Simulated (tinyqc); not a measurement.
Inside a calculation. Method: Born-Oppenheimer dynamics on the RHF/sto-6g surface (energies and gradients from PySCF), for CH2, spin multiplicity 1. Computed by tinyqc, a small Python program that keeps every step (integrals from PySCF). Settings: charge = 0, multiplicity = 1, basis = sto-6g, time step (fs) = 1.0, steps = 24. Command: `OMP_NUM_THREADS=1 python tinyqc.py 28713 28714 out.jsonl` (the two numbers bound the seeds that draw the settings). One thread of a shared host (Intel(R) Xeon(R) Processor @ 2.60GHz), about 4 s of CPU time with the checks.

## Velocity Verlet step 1

positions (bohr):
```
          x        y        z
1C   0.1020  -0.0510  -0.0038
2H  -0.0510   1.8538   1.1603
3H  -0.0094  -1.8349   1.3455
```

velocities (bohr per atomic time unit):
```
             x           y           z
1C   0.0000337  -0.0000331  -0.0000227
2H  -0.0002363   0.0003079   0.0000533
3H  -0.0001653   0.0000859   0.0002173
```

gradient (hartree/bohr):
```
            x          y          z
1C   0.002098  -0.000503  -0.020006
2H  -0.001624   0.052706   0.007213
3H  -0.000474  -0.052204   0.012793
```

masses (electron masses): 1C 21874.6618, 2H 1837.1526, 3H 1837.1526

gradient after step 1 (hartree/bohr):
```
            x          y          z
1C   0.001995  -0.003610  -0.017327
2H  -0.001677   0.049750   0.007088
3H  -0.000318  -0.046140   0.010239
```

dt = 1 fs = 41.3414 atomic units; x' = x + v dt - g dt^2 / (2m); after the new gradient g', v' = v - (g + g') dt / (2m).

positions after step 1 (bohr):
```
          x        y        z
1C   0.1034  -0.0524  -0.0039
2H  -0.0600   1.8420   1.1591
3H  -0.0161  -1.8071   1.3485
```

velocities after step 1 (bohr per atomic time unit):
```
             x           y           z
1C   0.0000299  -0.0000292   0.0000126
2H  -0.0001991  -0.0008449  -0.0001076
3H  -0.0001564   0.0011924  -0.0000419
```

## Velocity Verlet step 2

gradient after step 2 (hartree/bohr):
```
            x          y          z
1C   0.000402  -0.005765  -0.002462
2H  -0.000826   0.033242   0.001579
3H   0.000424  -0.027477   0.000883
```

As before.

positions after step 2 (bohr):
```
          x        y        z
1C   0.1045  -0.0534  -0.0027
2H  -0.0675   1.7840   1.1514
3H  -0.0224  -1.7363   1.3420
```

velocities after step 2 (bohr per atomic time unit):
```
             x           y           z
1C   0.0000276  -0.0000203   0.0000313
2H  -0.0001710  -0.0017786  -0.0002051
3H  -0.0001575   0.0020207  -0.0001670
```

## Energy conservation

The total energy should stay constant up to terms of order dt^2; the step counts as short enough if it moves by less than 2 % of the largest kinetic energy.

Trajectory:

| time (fs) | 1C-2H (angstrom) | potential (hartree) | kinetic (hartree) | total (hartree) |
|---|---|---|---|---|
| 0.0000 | 1.1841 | -38.738726 | 0.000246 | -38.738480 |
| 1.0000 | 1.1795 | -38.740647 | 0.002054 | -38.738593 |
| 2.0000 | 1.1518 | -38.745754 | 0.006794 | -38.738960 |
| 3.0000 | 1.1099 | -38.748615 | 0.009394 | -38.739221 |
| 4.0000 | 1.0701 | -38.745969 | 0.007077 | -38.738892 |
| 5.0000 | 1.0518 | -38.742817 | 0.004344 | -38.738473 |
| 6.0000 | 1.0661 | -38.744733 | 0.005895 | -38.738838 |
| 7.0000 | 1.1062 | -38.746983 | 0.007812 | -38.739171 |
| 8.0000 | 1.1530 | -38.744547 | 0.005609 | -38.738938 |
| 9.0000 | 1.1882 | -38.740257 | 0.001665 | -38.738592 |
| 10.0000 | 1.2005 | -38.739200 | 0.000708 | -38.738492 |
| 11.0000 | 1.1864 | -38.742916 | 0.004205 | -38.738711 |
| 12.0000 | 1.1500 | -38.748033 | 0.008936 | -38.739097 |
| 13.0000 | 1.1030 | -38.748987 | 0.009787 | -38.739200 |
| 14.0000 | 1.0633 | -38.744852 | 0.006128 | -38.738725 |
| 15.0000 | 1.0493 | -38.742367 | 0.003873 | -38.738494 |
| 16.0000 | 1.0674 | -38.744611 | 0.005673 | -38.738939 |
| 17.0000 | 1.1067 | -38.745661 | 0.006562 | -38.739099 |
| 18.0000 | 1.1484 | -38.742752 | 0.003939 | -38.738812 |
| 19.0000 | 1.1766 | -38.739686 | 0.001139 | -38.738546 |
| 20.0000 | 1.1824 | -38.740446 | 0.001897 | -38.738549 |
| 21.0000 | 1.1644 | -38.744990 | 0.006165 | -38.738825 |
| 22.0000 | 1.1285 | -38.749134 | 0.009983 | -38.739151 |
| 23.0000 | 1.0881 | -38.748324 | 0.009241 | -38.739083 |
| 24.0000 | 1.0613 | -38.743978 | 0.005359 | -38.738619 |

The total energy moves within 7.5e-04 hartree; that is over 2 % of the largest kinetic energy, so the time step is too long.
